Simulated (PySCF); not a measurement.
**Working with the constants of BH**

RHF-CCSD(T) constants of BH, ¹Σ⁺ (singlet), closed shell (B cc-pVDZ, H cc-pVDZ; no relativity (PySCF 2.14); masses 11.0093 and 1.0078 u):

- ωe: 2342.6 cm⁻¹
- ωexe: 48.5 cm⁻¹
- Be: 11.578 cm⁻¹
- αe: 0.395 cm⁻¹
- D (centrifugal): 0.00113 cm⁻¹
- De to B + H: 3.43 eV

**Question.** Give the band origin of the fundamental and the first lines of its P and R branches.

**Answer.** ν0 = ωe − 2ωexe = 2245.6 cm⁻¹, B0 = 11.380, B1 = 10.986 cm⁻¹.

```json
{"J″": "0", "P(J″) − ν0": "", "R(J″) − ν0": "21.966"}
{"J″": "1", "P(J″) − ν0": "-22.756", "R(J″) − ν0": "43.116"}
{"J″": "2", "P(J″) − ν0": "-46.276", "R(J″) − ν0": "63.421"}
{"J″": "3", "P(J″) − ν0": "-70.531", "R(J″) − ν0": "82.855"}
{"J″": "4", "P(J″) − ν0": "-95.495", "R(J″) − ν0": "101.390"}
{"J″": "5", "P(J″) − ν0": "-121.140", "R(J″) − ν0": "119.000"}
{"J″": "6", "P(J″) − ν0": "-147.440", "R(J″) − ν0": "135.657"}
```

**Question.** Near which J would the R branch turn back, without centrifugal distortion?

**Answer.** At J ≈ (B0 + B1)/(2(B0 − B1)) − 1 ≈ 27.

Measured values (Huber and Herzberg, Constants of Diatomic Molecules (1979)): ωe = 2366.9 cm⁻¹, ωexe = 49.395 cm⁻¹, Be = 12.021 cm⁻¹, αe = 0.412 cm⁻¹.

Correlated steps freeze 1 core orbital. Correlated levels converge slowly with the basis: in double zeta they bind strong bonds too weakly, by up to about 1 eV, and carry superposition errors of some tenths. Where the molecule has an RHF reference, its open-shell atoms are computed with UHF.
